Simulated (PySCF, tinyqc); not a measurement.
Worked calculation: coupled-perturbed Hartree-Fock on RHF in the sto-3g basis, for CH2, spin multiplicity 1. The lowest restricted solution is unstable here: a spin-polarised one lies 0.0445 hartree lower (PySCF). One step of it, computed by the program tinyqc.

Task: Iteration 8 (converged): orbitals. Diagonalise F' = X^T F X, C = X C', fill 4 alpha and 4 beta electrons from the bottom; D = 2 C_occ C_occ^T. Each column has its largest component positive (the first on a tie).

converged F (hartree):
```
             1C 1s      1C 2s    1C 2px     1C 2py     1C 2pz      2H 1s      3H 1s
1C 1s   -10.971181  -2.951023  0.000000   0.000000  -0.024707  -0.652605  -0.652605
1C 2s    -2.951023  -1.425488  0.000000   0.000000  -0.065602  -0.654108  -0.654108
1C 2px    0.000000   0.000000  0.244920   0.000000   0.000000   0.000000   0.000000
1C 2py    0.000000   0.000000  0.000000  -0.226604   0.000000  -0.378450   0.378450
1C 2pz   -0.024707  -0.065602  0.000000   0.000000  -0.217798  -0.219238  -0.219238
2H 1s    -0.652605  -0.654108  0.000000  -0.378450  -0.219238  -0.435872  -0.161030
3H 1s    -0.652605  -0.654108  0.000000   0.378450  -0.219238  -0.161030  -0.435872
```

X:
```
            1C 1s      1C 2s    1C 2px     1C 2py     1C 2pz      2H 1s      3H 1s
1C 1s    1.026876  -0.151775  0.000000   0.000000  -0.009247   0.025039   0.025039
1C 2s   -0.151775   1.253111  0.000000   0.000000   0.094243  -0.310224  -0.310224
1C 2px   0.000000   0.000000  1.000000   0.000000   0.000000   0.000000   0.000000
1C 2py   0.000000   0.000000  0.000000   1.182162   0.000000  -0.287188   0.287188
1C 2pz  -0.009247   0.094243  0.000000   0.000000   1.038809  -0.128208  -0.128208
2H 1s    0.025039  -0.310224  0.000000  -0.287188  -0.128208   1.223468  -0.033368
3H 1s    0.025039  -0.310224  0.000000   0.287188  -0.128208  -0.033368   1.223468
```

Give: F' = X^T F X; orbital energies; coefficients C; D after iteration 8.

Result:

F' = X^T F X (hartree):
```
          1        2       3        4        5        6        7
1  -10.7393  -1.5598  0.0000   0.0000  -0.0435  -0.0804  -0.0804
2   -1.5598  -0.5804  0.0000   0.0000   0.1077  -0.4162  -0.4162
3    0.0000   0.0000  0.2449   0.0000   0.0000   0.0000   0.0000
4    0.0000   0.0000  0.0000   0.1519   0.0000  -0.4486   0.4486
5   -0.0435   0.1077  0.0000   0.0000  -0.1302  -0.2221  -0.2221
6   -0.0804  -0.4162  0.0000  -0.4486  -0.2221   0.0189  -0.0560
7   -0.0804  -0.4162  0.0000   0.4486  -0.2221  -0.0560   0.0189
```

orbital energies (hartree): MO1 -10.9771, MO2 -0.7935, MO3 -0.5222, MO4 -0.2637, MO5 0.2449, MO6 0.5474, MO7 0.7490

coefficients C:
```
            MO1      MO2      MO3      MO4     MO5      MO6      MO7
1C 1s    0.9931  -0.2206   0.0000   0.1135  0.0000  -0.1760   0.0000
1C 2s    0.0293   0.6920   0.0000  -0.5202  0.0000   1.0219   0.0000
1C 2px   0.0000   0.0000   0.0000   0.0000  1.0000   0.0000   0.0000
1C 2py   0.0000   0.0000   0.5144   0.0000  0.0000   0.0000   1.1392
1C 2pz   0.0047   0.1335   0.0000   0.8416  0.0000   0.6284   0.0000
2H 1s   -0.0065   0.2757   0.4504   0.2075  0.0000  -0.8381  -0.8182
3H 1s   -0.0065   0.2757  -0.4504   0.2075  0.0000  -0.8381   0.8182
```

D after iteration 8:
```
          1C 1s    1C 2s  1C 2px   1C 2py   1C 2pz    2H 1s    3H 1s
1C 1s    2.0958  -0.3652  0.0000   0.0000   0.1415  -0.0874  -0.0874
1C 2s   -0.3652   1.5007  0.0000   0.0000  -0.6904   0.1653   0.1653
1C 2px   0.0000   0.0000  0.0000   0.0000   0.0000   0.0000   0.0000
1C 2py   0.0000   0.0000  0.0000   0.5293   0.0000   0.4634  -0.4634
1C 2pz   0.1415  -0.6904  0.0000   0.0000   1.4522   0.4228   0.4228
2H 1s   -0.0874   0.1653  0.0000   0.4634   0.4228   0.6438  -0.1675
3H 1s   -0.0874   0.1653  0.0000  -0.4634   0.4228  -0.1675   0.6438
```
